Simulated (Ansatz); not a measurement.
Consider the homolysis of the C–O bond: `COC(F)F` → `F[CH]F`• + `C[O]`•.

Program: Ansatz. Geometries: PBE0-D4/def2-TZVP. ΔE: electronic, gas phase. CBS: MP2 limit from def2 TZ/QZ plus the TZ coupled-cluster correction, frozen cores. Open shells (•) are unrestricted, without spin–orbit coupling. One conformer a species, not always the lowest.

```json
{"species": "`COC(F)F`", "MP2/def2-SVP energy (Eh)": "-352.34887"}
{"species": "`F[CH]F`•", "MP2/def2-SVP energy (Eh)": "-237.55431"}
{"species": "`C[O]`•", "MP2/def2-SVP energy (Eh)": "-114.61801"}
```

Work out ΔE.

ΔE = (-237.55431) + (-114.61801) − (-352.34887) = 0.17655 Eh = +4.80 eV. CCSD(T)/CBS gives +4.62 eV.

Largest T1 diagnostic among the species: 0.019.

From BLYP to BHLYP (50 % exact exchange), in def2-TZVPP and without D4, ΔE moves by +0.12 eV. In def2-TZVPP, CCSD(T) changes the Hartree–Fock value by +1.50 eV (the triples alone add +0.12 eV) and MP2 by +1.87 eV; breaking electron pairs costs correlation energy, which Hartree–Fock lacks.
